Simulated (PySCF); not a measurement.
Potential energy of PH along the bond

Set-up: PySCF, no relativity, basis sets P 6-311G(d,p), H 6-311G(d,p). Energies in eV from P + H in their ground configurations at the same level. All curves are PBE0. state 1: ³Σ⁻ (triplet), unpaired electrons π ↑↑; state 2: Ms = 0 determinant of mixed spin (⟨S²⟩ near 1.0), unpaired electrons π ↑↓, a mixture of terms (⟨Lz²⟩ = 2.0), a second solution, started from another occupation; state 3: singlet, one real π or δ orbital doubly filled, a mixture of terms (⟨Lz²⟩ = 2.0), a second solution, started from another occupation; state 4: quintet, unpaired electrons σ ↑↑, π ↑↑, a second solution, started from another occupation.

```csv
R (Å),state 1,state 2,state 3,state 4
1.232,-2.587,-2.180,-1.003,5.5630
1.290,-2.893,-2.488,-1.309,4.9423
1.347,-3.068,-2.665,-1.485,4.4161
1.390,-3.134,-2.731,-1.549,4.0686
1.433,-3.153,-2.751,-1.568,3.7533
1.476,-3.135,-2.734,-1.548,3.4647
1.533,-3.064,-2.664,-1.476,3.1147
1.605,-2.919,-2.520,-1.329,2.7228
1.691,-2.690,-2.290,-1.095,2.3097
1.806,-2.328,-1.926,-0.725,1.8396
```

**Question.** Put a parabola through the three lowest points of the state 1 curve and estimate Re, k and ωe (reduced mass 0.9761 u; 1 eV/Å² = 0.16022 mdyn/Å; ωe = 1302.8·√(k/μ) cm⁻¹).

**Answer.** Through R = 1.39, 1.433, 1.476 Å the second-order coefficient is 10.0 eV/Å², so Re ≈ 1.434 Å, k ≈ 3.21 mdyn/Å and ωe ≈ 2361 cm⁻¹. A polynomial fit of higher order to the unrounded PBE0 energies gives Re = 1.432 Å, k = 3.25 mdyn/Å, ωe = 2378 cm⁻¹; anharmonicity and rounding make the difference.

The higher-order fit for each curve: state 1: Re = 1.432 Å, ωe = 2378 cm⁻¹, De = 3.15 eV; state 2: Re = 1.433 Å, ωe = 2377 cm⁻¹, minimum 2.75 eV below the ground-state fragments; state 3: Re = 1.431 Å, ωe = 2392 cm⁻¹, minimum 1.57 eV below the ground-state fragments. State 4 gave no clean fit.

The state is the lowest determinant that a PBE0 search found; another state may lie lower at other levels.
